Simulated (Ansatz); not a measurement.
**A basis-limit estimate, worked out**

The pair of NH4⁺ (SMILES [NH4+], atoms 1–5) and CH3Cl (SMILES CCl, atoms 6–10), both closed shells, in one local arrangement (a lower one may exist), relaxed at PBE0-D4/def2-TZVP:

```xyz
10
angstrom
N 0.2477 0.3994 -2.0075
H -0.1502 1.2224 -2.4630
H -0.1936 -0.4392 -2.3870
H 0.0758 0.4601 -0.9693
H 1.2517 0.3672 -2.1899
C -0.2389 -0.5363 2.0947
Cl -0.3025 0.8986 1.0185
H -0.4430 -0.1712 3.0972
H 0.7572 -0.9644 2.0330
H -1.0042 -1.2367 1.7734
```

Both fragments are computed in the basis of the whole pair.

Program: Ansatz 0.2.0. Basis: def2-TZVPPD and def2-QZVPPD. Cores are frozen in the correlated methods.

Energies in eV:

| quantity | pair | first fragment | second fragment |
| --- | --- | --- | --- |
| Hartree–Fock, triple zeta (X = 3) | -15122.00123 | -1539.20755 | -13582.33761 |
| Hartree–Fock, quadruple zeta (X = 4) | -15122.46103 | -1539.27800 | -13582.72352 |
| MP2 correlation, X = 3 | -16.59429 | -6.24506 | -10.23139 |
| MP2 correlation, X = 4 | -17.80081 | -6.64700 | -11.02066 |
| CCSD(T) correlation, X = 3 | -18.45813 | -6.84421 | -11.51133 |

Q: Work out the interaction energy at the basis limit: extrapolate Hartree–Fock as E(X) = E∞ + A exp(−7.88 √X) and the MP2 correlation as E(X) = E∞ + B X^−2.97 (the exponents that Neese and Valeev fitted for def2-TZVPP and QZVPP, reused here for the diffuse sets), then add CCSD(T) − MP2 in triple zeta.

A: Each step is linear, so take the differences first (pair − first fragment − second fragment): Hartree–Fock -0.45607 (X = 3) and -0.45951 (X = 4); MP2 correlation -0.11784 and -0.13315; CCSD(T) correlation -0.10259.
Two points give E∞ = E(4) + w [E(4) − E(3)], with w = 1/(exp(7.88 (2 − √3)) − 1) = 0.1377 for Hartree–Fock and w = 1/((4/3)^2.97 − 1) = 0.7407 for the correlation.
Hartree–Fock: -0.45951 + 0.1377 × (-0.00344) = -0.4600 eV.
MP2 correlation: -0.13315 + 0.7407 × (-0.01531) = -0.1445 eV.
CCSD(T) − MP2: -0.10259 − (-0.11784) = 0.0152 eV.
Sum: -0.4600 + (-0.1445) + 0.0152 = -0.5893 eV, or -13.59 kcal/mol. Plain CCSD(T) in triple zeta gives -0.5587 eV, so the larger basis shifts the result by -0.0306 eV.

The T1 diagnostic stays at or below 0.008.

For scale, one of the runs: CCSD(T)/def2-TZVPPD, 244 basis functions, launched by `ansatz run in.yaml --threads 4 --pin off --events-out ev --progress --plain --max-ram 9574MiB`. Time: 60 s of wall clock on 4 CPU threads of an Arm Neoverse V1; the host was shared. Peak host memory: 4.8 GiB.
